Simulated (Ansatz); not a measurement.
The same path of BClH2O (5 atoms, charge 0, multiplicity 1) was run twice with different band settings. Lost on the way: B1–O2, B1–H4. Made: O2–H4.

Method: RKS revPBE-D4/def2-TZVP in Ansatz.

Relaxed end points:

```xyz
5
Properties=species:S:1:pos:R:3
B 0.374 -0.013 0.065
O 0.557 -0.122 1.405
H -0.280 -0.211 1.896
H 1.323 0.102 -0.653
Cl -1.257 -0.037 -0.651
```

```xyz
5
Properties=species:S:1:pos:R:3
B -0.086 -0.396 -1.007
O 0.748 0.366 1.477
H 0.493 -0.439 1.962
H 1.287 0.023 0.736
Cl -1.725 0.165 -1.106
```

Common settings: movable images 7; climbing image yes; spring 5.0 eV/Å²; optimiser quadratic models (default); start path through a guess of the saddle point; iteration limit 60; end points relaxed.

| run | force threshold |
| --- | --- |
| 1 | 0.05 eV/Å |
| 2 | 0.5 eV/Å |

Task: What does each run give, and how far can it be trusted?

Result: Run 1: converged after 19 iterations, highest image 4.520 eV above the first end. The profile has 2 maxima (images 1, 5) with wells between them (image 2): this band takes more than one step, which may be the mechanism or a detour left from its start path. Neighbouring images differ by up to 2.7 eV, so the band resolves the path poorly. A vibrational analysis at the climbing image gives one clearly imaginary mode, 1187i cm⁻¹: a first-order saddle point.
Run 2: converged after 10 iterations, highest image 4.307 eV above the first end. The threshold of 0.5 eV/Å is loose, so the images may lie well off the minimum-energy path. The profile has 2 maxima (images 2, 6) with wells between them (image 3): this band takes more than one step, which may be the mechanism or a detour left from its start path. Neighbouring images differ by up to 2.3 eV, so the band resolves the path poorly. The order of the point at the top wasn't checked.
The orbitals stay closed-shell, which can raise the energy where a bond breaks towards radicals; this wasn't checked here.
